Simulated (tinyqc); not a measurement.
Worked calculation: extended Hueckel theory, for PH3+. The parameters take no account of the charge, which enters only through the electron count. Computed by tinyqc, a small Python program that keeps every step (integrals from PySCF). Settings: charge = 1, K = 1.75, weighted = 1, multiplicity = 2. Command: `OMP_NUM_THREADS=1 python tinyqc.py 31853 31854 out.jsonl` (the two numbers bound the seeds that draw the settings). One thread of a shared host (Intel(R) Xeon(R) Processor @ 2.60GHz), about 0.01 s of CPU time with the checks.

## Overlaps

Geometry (angstrom):
```
atom          x          y         z
P      0.000000   0.000000  0.463000
H      1.378000   0.000000  0.000000
H     -0.689000   1.193000  0.000000
H     -0.689000  -1.193000  0.000000
```

Parameters chosen for this run:
```
element  shell  Slater exponent   H_ii (eV)
P           3s         1.750000  -18.600000
P           3p         1.300000  -14.000000
H           1s         1.300000  -13.600000
```

Slater orbitals, each expanded in six Gaussians scaled to its exponent.

overlap S, order 1P 3s, 1P 3px, 1P 3py, 1P 3pz, 2H 1s, 3H 1s, 4H 1s:
$$\begin{pmatrix}
1.000000 & 0.000000 & 0.000000 & 0.000000 & 0.378849 & 0.378983 & 0.378983 \\
0.000000 & 1.000000 & 0.000000 & 0.000000 & 0.509351 & -0.254766 & -0.254766 \\
0.000000 & 0.000000 & 1.000000 & 0.000000 & 0.000000 & 0.441126 & -0.441126 \\
0.000000 & 0.000000 & 0.000000 & 1.000000 & -0.171139 & -0.171200 & -0.171200 \\
0.378849 & 0.509351 & 0.000000 & -0.171139 & 1.000000 & 0.052084 & 0.052084 \\
0.378983 & -0.254766 & 0.441126 & -0.171200 & 0.052084 & 1.000000 & 0.052137 \\
0.378983 & -0.254766 & -0.441126 & -0.171200 & 0.052084 & 0.052137 & 1.000000
\end{pmatrix}$$

## Wolfsberg-Helmholz matrix

diagonal H_ii (eV): 1P 3s -18.600000, 1P 3px -14.000000, 1P 3py -14.000000, 1P 3pz -14.000000, 2H 1s -13.600000, 3H 1s -13.600000, 4H 1s -13.600000

K = 1.750000

H_ij = K' S_ij (H_ii + H_jj)/2 for i != j (the diagonal keeps H_ii), with K' = K + D^2 + D^4 (1 - K), D = (H_ii - H_jj)/(H_ii + H_jj), K = 1.75.

H (eV), order 1P 3s, 1P 3px, 1P 3py, 1P 3pz, 2H 1s, 3H 1s, 4H 1s:
$$\begin{pmatrix}
-18.600000 & 0.000000 & 0.000000 & 0.000000 & -10.818476 & -10.822304 & -10.822304 \\
0.000000 & -14.000000 & 0.000000 & 0.000000 & -12.302314 & 6.153339 & 6.153339 \\
0.000000 & 0.000000 & -14.000000 & 0.000000 & 0.000000 & -10.654476 & 10.654476 \\
0.000000 & 0.000000 & 0.000000 & -14.000000 & 4.133506 & 4.134973 & 4.134973 \\
-10.818476 & -12.302314 & 0.000000 & 4.133506 & -13.600000 & -1.239590 & -1.239590 \\
-10.822304 & 6.153339 & -10.654476 & 4.134973 & -1.239590 & -13.600000 & -1.240871 \\
-10.822304 & 6.153339 & 10.654476 & 4.134973 & -1.239590 & -1.240871 & -13.600000
\end{pmatrix}$$

## Orbitals

valence electrons = 7

Solve H C = S C e through S^(-1/2); fill by pairs from the bottom, a degenerate level sharing its electrons equally; each orbital has its largest coefficient positive (the first on a tie).

orbital energies (eV): [-21.469079, -17.689432, -17.689095, -14.409067, 5.465001, 5.466280, 9.300500]

occupations: [2.000000, 2.000000, 2.000000, 1.000000, 0.000000, 0.000000, 0.000000]

coefficients, order 1P 3s, 1P 3px, 1P 3py, 1P 3pz, 2H 1s, 3H 1s, 4H 1s:
$$\begin{pmatrix}
0.665470 & 0.000105 & 0.000000 & 0.293026 & 0.000000 & 0.002609 & 1.098642 \\
-0.000032 & 0.583698 & 0.000000 & -0.000010 & 0.000000 & 1.164480 & -0.003161 \\
0.000000 & 0.000000 & 0.583729 & 0.000000 & 1.164421 & 0.000000 & 0.000000 \\
-0.043729 & 0.000007 & 0.000000 & 0.934045 & 0.000000 & -0.001268 & -0.525151 \\
0.236919 & 0.436079 & 0.000000 & -0.076377 & 0.000000 & -1.003314 & -0.709542 \\
0.237011 & -0.217974 & 0.377616 & -0.076350 & -0.867396 & 0.499044 & -0.713612 \\
0.237011 & -0.217974 & -0.377616 & -0.076350 & 0.867396 & 0.499044 & -0.713612
\end{pmatrix}$$

sum of one-electron energies = -128.104278 eV

Within a degenerate level the vectors are fixed only up to a rotation; this is one choice.

## Mulliken analysis

P = C n C^T; charge = valence electrons (P 5, H 1) minus the sum of (P S)_ii on the atom; overlap population = 2 sum P_ij S_ij between two atoms.

charges: 1P 0.630996, 2H 0.123010, 3H 0.122997, 4H 0.122997

Overlap populations:
```
pair      value
2-1    0.772124
3-1    0.772228
3-2   -0.007497
4-1    0.772228
4-2   -0.007497
4-3   -0.007506
```
